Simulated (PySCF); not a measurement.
**Working out the ionisation energy of Al**

Al [Ne] 3s2 3p1 (2P) → Al⁺ [Ne] 3s2 (1S). All numbers are calculated (PySCF 2.14, the spin-free X2C one-electron Hamiltonian (Gaussian nucleus), in x2c-QZVPPall (9s6p4d2f1g, 70 functions)). Frozen: 1s2. Energies in hartree (1 hartree = 27.21139 eV):

| part | Al (lower) | Al⁺ (upper) |
| --- | --- | --- |
| UHF | -242.317469 | -242.111691 |
| CCSD correlation | -0.220769 | -0.209453 |
| (T) | -0.003585 | -0.002507 |

Question: What does Hartree-Fock give?

Answer: (-242.111691) − (-242.317469) = 0.205778 hartree = 5.600 eV.

Question: What do CCSD and CCSD(T) give?

Answer: The CCSD correlation energies differ by 0.011316 hartree = 0.308 eV and the triples by 0.001078 hartree = 0.029 eV, so CCSD gives 5.908 eV and CCSD(T) 5.937 eV.

Measured between the centres of the two terms (NIST): 5.977 eV, so CCSD(T) (valence and next inner shell) is off by -0.040 eV.

What remains against the reference includes basis incompleteness, the frozen core and higher excitations.
